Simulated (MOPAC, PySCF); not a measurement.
CH4, SMILES `C`, neutral singlet in the gas phase. 

Cartesian coordinates (Å):
SMILES: C
```xyz
5

C      0.0000     0.0000     0.0000
H     -0.3918    -0.7881    -0.6417
H      0.8188    -0.3941     0.6005
H      0.3638     0.8218    -0.6153
H     -0.7909     0.3604     0.6565
```
Charge 0, spin multiplicity 1.

All levels are single points at this geometry (B3LYP-D3(BJ)/def2-TZVP); Pople sets use spherical d functions. Orbital energies aren't observables, and empty levels follow the basis.

```json
[
 {"level": "B3LYP-D3(BJ)/def2-TZVP in PySCF", "HOMO (eV)": "-10.76", "LUMO (eV)": "1.30", "gap (eV)": "12.07", "dipole (D)": "0.00", "vertical IE, Delta-SCF (eV)": "14.16"},
 {"level": "PBE-D3(BJ)/def2-TZVP in PySCF", "HOMO (eV)": "-9.44", "LUMO (eV)": "0.92", "gap (eV)": "10.36", "dipole (D)": "0.00", "vertical IE, Delta-SCF (eV)": "13.95"},
 {"level": "B3LYP/3-21G in PySCF", "HOMO (eV)": "-10.60", "LUMO (eV)": "4.00", "gap (eV)": "14.60", "dipole (D)": "0.00", "vertical IE, Delta-SCF (eV)": "–"},
 {"level": "B3LYP/6-311+G** in PySCF", "HOMO (eV)": "-10.77", "LUMO (eV)": "0.26", "gap (eV)": "11.03", "dipole (D)": "0.00", "vertical IE, Delta-SCF (eV)": "–"},
 {"level": "B3LYP/6-31G* in PySCF", "HOMO (eV)": "-10.61", "LUMO (eV)": "3.24", "gap (eV)": "13.85", "dipole (D)": "0.00", "vertical IE, Delta-SCF (eV)": "14.15"},
 {"level": "BP86/6-31G* in PySCF", "HOMO (eV)": "-9.38", "LUMO (eV)": "2.65", "gap (eV)": "12.03", "dipole (D)": "0.00", "vertical IE, Delta-SCF (eV)": "–"},
 {"level": "M06-2X/6-31G* in PySCF", "HOMO (eV)": "-12.33", "LUMO (eV)": "4.58", "gap (eV)": "16.91", "dipole (D)": "0.00", "vertical IE, Delta-SCF (eV)": "–"},
 {"level": "PBE/6-31G* in PySCF", "HOMO (eV)": "-9.26", "LUMO (eV)": "2.68", "gap (eV)": "11.95", "dipole (D)": "0.00", "vertical IE, Delta-SCF (eV)": "13.93"},
 {"level": "SVWN5/6-31G* in PySCF", "HOMO (eV)": "-9.26", "LUMO (eV)": "2.60", "gap (eV)": "11.86", "dipole (D)": "0.00", "vertical IE, Delta-SCF (eV)": "–"},
 {"level": "HF/3-21G in PySCF", "HOMO (eV)": "-14.78", "LUMO (eV)": "8.03", "gap (eV)": "22.81", "dipole (D)": "0.00", "vertical IE, Delta-SCF (eV)": "–"},
 {"level": "HF/6-31G* in PySCF", "HOMO (eV)": "-14.83", "LUMO (eV)": "6.97", "gap (eV)": "21.79", "dipole (D)": "0.00", "vertical IE, Delta-SCF (eV)": "13.44"},
 {"level": "HF/STO-3G in PySCF", "HOMO (eV)": "-14.10", "LUMO (eV)": "19.42", "gap (eV)": "33.52", "dipole (D)": "0.00", "vertical IE, Delta-SCF (eV)": "–"},
 {"level": "PM3 in MOPAC", "HOMO (eV)": "-13.63", "LUMO (eV)": "4.23", "gap (eV)": "17.86", "dipole (D)": "0.00", "vertical IE, Delta-SCF (eV)": "–"}
]
```
